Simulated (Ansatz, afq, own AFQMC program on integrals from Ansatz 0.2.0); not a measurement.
## HCl + SiH$_{2}$, singlet: a scan with AFQMC

```yaml
atoms:
  - { symbol: Cl, position_ang: [-1.6216, 0.0265, 0.0000] }
  - { symbol: H, position_ang: [-0.3428, 0.0265, 0.0000] }
  - { symbol: Si, position_ang: [1.8804, 0.0265, 0.0000] }
  - { symbol: H, position_ang: [2.4926, -0.8478, 1.0900] }
  - { symbol: H, position_ang: [2.4926, -0.8478, -1.0900] }
```

A hydrogen atom is moved from one rigid fragment to the other; the Cl1–H2 distance tells how far. The two fragments are held close together, so this isn't a minimum-energy path and the start is a compressed complex. Energies in eV count from this geometry (1.279 Å) at the same level; the start stands on RHF, each point on the determinant named.

Basis cc-pVTZ. Only valence electrons are correlated. Integrals, coupled cluster, full CI and functionals: Ansatz 0.2.0; the random walks run on the same integrals in our own AFQMC program. ph-AFQMC/CISD is guided by a CISD state made of CCSD amplitudes; releasing the constraint for a short imaginary time cuts its bias at the price of noise, slowly where states lie close. Uncertainties: one standard error, sampling alone.

Cautions, each for one point or more: (Q) is large, so the cluster series hasn't closed; (T) is large; cluster runs in doubt by the program's own checks; higher spins were not checked; restricted determinant unstable towards unrestricted; strong correlation.

| r(Cl1–H2) / Å | det. | T1 | weight | HF | PBE | CCSD(T) |
| --- | --- | --- | --- | --- | --- | --- |
| 1.503 | RHF | 0.012 | 0.83 | 0.568 | 0.133 | 0.384 |
| 1.614 | RHF | 0.015 | 0.82 | 0.971 | 0.307 | 0.667 |
| 1.726 | RHF | 0.022 | 0.81 | 1.336 | 0.465 | 0.895 |
| 1.838 | RHF | 0.035 | 0.79 | 1.633 | 0.594§ | 1.043 |
| 2.062 | RHF¶ | 0.072 | 0.71 | 2.193 | 0.908§ | 1.241 |

(1) Estimate the curve of CCSDT(Q), counted from the same start.

## Answers

(1) 
```tsv
r(Cl1–H2) / Å	det.	T1	weight	CCSDT(Q)	ph-AFQMC/CISD	released AFQMC
1.503	RHF	0.012	0.83	0.372	0.388 ± 0.008	–
1.614	RHF	0.015	0.82	0.644	0.657 ± 0.008	0.643 ± 0.012*
1.726	RHF	0.022	0.81	0.855	0.898 ± 0.007	0.869 ± 0.013*
1.838	RHF	0.035	0.79	0.984	1.082 ± 0.008	–
2.062	RHF¶	0.072	0.71	1.197	1.447 ± 0.008	–
```

Weight is that of the determinant in the CISD state; at the start T1 is 0.011 and the weight 0.84. ¶ marks points with a poor determinant and no full CI, where no value is sure; they don't count among the departures. An asterisk marks released energies that aren't shown to be converged. A dash marks a missing value, a released energy that hasn't settled or a functional that sits on another state. § marks a functional whose ⟨S²⟩ is too high by over 0.1. Largest departures from CCSDT(Q), at the points where its series has closed: CCSD(T) 0.040 eV at 1.726 (on RHF), ph-AFQMC/CISD 0.043 eV at 1.726 (on RHF), HF 0.481 eV at 1.726 (on RHF), PBE -0.390 eV at 1.726. Functionals count only at points shown to share the start's state and spin.

A walk keeps the symmetry of its determinant, which the program's search chose and which needn't be the lowest solution, so a lower state of the same spin and another symmetry isn't excluded.
